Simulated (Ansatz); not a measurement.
# Structure relaxation of CdMo

Method: DFT PBE, scalar-relativistic, plane waves, PAW in Ansatz. Cutoff 420 eV, Γ-centred k mesh, Gaussian smearing, no spin polarisation in the final step.

The start puts CdMo on the CuAu (L1_0) structure type (P4/mmm, No. 123), with Cd in place of Cu, Mo in place of Au, at a guessed volume.

```yaml
crystal:
  lattice:
    - [3.13498, 0.00000, 0.00000]
    - [0.00000, 3.13498, 0.00000]
    - [0.00000, 0.00000, 4.10906]
  atoms:
    - { symbol: Cd, position: [0.50000, 0.50000, 0.50000] }
    - { symbol: Mo, position: [0.00000, 0.00000, 0.00000] }
```

Cell and atoms relax at zero pressure; the relaxation can't lower the symmetry of the start. After a coarse first stage the cell is made exact in the group found at 0.06 Å.

The zero of energy is the elements' standard structures at the same level; no fitted shifts are applied.

Q: Describe the relaxed structure.

A: It keeps P4/mmm (No. 123). The result has the CuAu (L1_0) structure. Conventional cell: a = 2.761 Å, c = 4.634 Å. Cd has 4 Cd at 2.76 Å and 8 Mo at 3.03 Å; around Mo lie 4 Mo at 2.76 Å and 8 Cd at 3.03 Å.

Space group P4/mmm (No. 123). a = 2.761 Å, b = 2.761 Å, c = 4.634 Å, α = 90.00°, β = 90.00°, γ = 90.00°
| atom | site | symmetry | x | y | z |
| --- | --- | --- | --- | --- | --- |
| Cd | 1d | 4/mmm | 0.5000 | 0.5000 | 0.5000 |
| Mo | 1a | 4/mmm | 0.0000 | 0.0000 | 0.0000 |

Q: What are its volume, energy, density and gap?

A: The volume per atom is 17.66 Å³, the density is 9.79 g/cm³ and the energy over the elements is 0.48 eV/atom. The gap on the 20×20×12 mesh is 0 eV (a metal).

The final run used a 20×20×12 mesh on its 2-atom cell and 0.10 eV smearing. The k mesh leaves about 4 meV/atom of noise in metals. A structure relaxed within its symmetry needn't be a true minimum.

Cost: 3 runs of about 2.1 core-minutes in all, on Arm Neoverse V1 (shared hosts).